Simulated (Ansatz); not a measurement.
**Worked example: Al–GaH–F, quintet against Al–GaH–F, triplet**

Geometry (PBE0/def2-TZVP stationary point of a triplet), kept for both states (Al–GaH–F, triplet: A''; Al–GaH–F, quintet: A''):

```yaml
atoms:
  - { symbol: Al, position_ang: [0.0000, -0.2818, 2.0284] }
  - { symbol: Ga, position_ang: [0.0000, 0.3661, -0.3749] }
  - { symbol: F, position_ang: [0.0000, -1.0381, -1.4496] }
  - { symbol: H, position_ang: [0.0000, 1.7867, -1.0380] }
```

Basis cc-pVDZ; Ansatz 0.2.0. Only valence electrons are correlated (noble-gas cores and the filled d shells of p-block atoms frozen). Prefix R: restricted or restricted open-shell reference; prefix U: unrestricted. No spin–orbit coupling is included, and no scalar relativity.

Full CI isn't at hand for all of this; UCCSDT(Q) serves as the reference, and is uncertain by about the last step of the cluster series.

```
    level  E(Al–GaH–F, triplet) (hartree)  E(Al–GaH–F, quintet) (hartree)
      UHF                    -2265.149311                    -2265.041053
     UMP2                    -2265.428274                    -2265.300664
 UCCSD(T)                    -2265.459916                    -2265.324794
      PBE                    -2267.143094                    -2267.006936
  wB97M-V                    -2267.514922                    -2267.359339
UCCSDT(Q)                    -2265.462023                    -2265.326624
```

Problem. Give the vertical gap, Al–GaH–F quintet less Al–GaH–F triplet, at each level in eV (1 hartree = 27.2114 eV), and each error against UCCSDT(Q).

Solution. UCCSDT(Q): (-2265.326624 − (-2265.462023)) × 27.2114 = 3.684 eV (the reference)
wB97M-V: (-2267.359339 − (-2267.514922)) × 27.2114 = 4.234 eV, error 0.550 eV
PBE: (-2267.006936 − (-2267.143094)) × 27.2114 = 3.705 eV, error 0.021 eV
UCCSD(T): (-2265.324794 − (-2265.459916)) × 27.2114 = 3.677 eV, error -0.007 eV
UMP2: (-2265.300664 − (-2265.428274)) × 27.2114 = 3.472 eV, error -0.212 eV
UHF: (-2265.041053 − (-2265.149311)) × 27.2114 = 2.946 eV, error -0.738 eV

Total energies of functionals can't be set beside those of wave-function methods, since they hold the core's correlation and their own absolute errors; only the differences compare.

In so small a basis the reference is far from its limit while semilocal and hybrid functionals are nearer theirs, so the functionals' errors here hold much of the reference's basis and frozen-core error, which can add to them or hide them.

Each level lands on the state that its own search finds; the functionals scatter so widely here that some may stand on another one. T1 diagnostics of restricted CCSD: 0.036 and 0.030.
